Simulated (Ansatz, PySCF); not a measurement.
Reaction (SMILES): C#N (CHN) [formonitrile] + H+ -> C#[NH+]
Structures are relaxed separately at B3LYP-D3(BJ)/def2-TZVP in Ansatz (a quantum-chemistry and plane-wave program).
Geometry of the first species:
```xyz
3

C      0.0000     0.0000    -0.4969
N      0.0000     0.0000     0.6493
H      0.0000     0.0000    -1.5636
```
Charge 0, spin multiplicity 1.

Quantity: proton affinity (enthalpy at 298 K, with B3LYP-D3(BJ) rigid-rotor harmonic-oscillator terms from PySCF), positive where the reaction releases energy, in kcal/mol. Valence correlation only, unless marked. Spin-orbit coupling is left out. Non-relativistic. FCI takes restricted orbitals. CBS(X,Y): correlation extrapolated as X^-3; Hartree-Fock from the larger set.

```json
[
 {"level": "HF/cc-pVTZ", "program": "Ansatz", "proton affinity (kcal/mol)": "174.5", "minus last row": "4.4"},
 {"level": "BP86-D3(BJ)/def2-TZVPD", "program": "PySCF + dftd3", "proton affinity (kcal/mol)": "170.0", "minus last row": "-0.1"},
 {"level": "wB97M-V/def2-TZVPD", "program": "Ansatz", "proton affinity (kcal/mol)": "167.8", "minus last row": "-2.3"},
 {"level": "MP2/CBS(cc-pVTZ,cc-pVQZ)", "program": "Ansatz", "proton affinity (kcal/mol)": "168.5", "minus last row": "-1.6"},
 {"level": "CCSD/6-31G", "program": "Ansatz", "proton affinity (kcal/mol)": "175.7", "minus last row": "5.6"},
 {"level": "FCI/STO-3G", "program": "Ansatz", "proton affinity (kcal/mol)": "195.9", "minus last row": "25.8"},
 {"level": "CCSD(T)/CBS(cc-pVTZ,cc-pVQZ)", "program": "Ansatz", "proton affinity (kcal/mol)": "170.1", "minus last row": "0.0"}
]
```
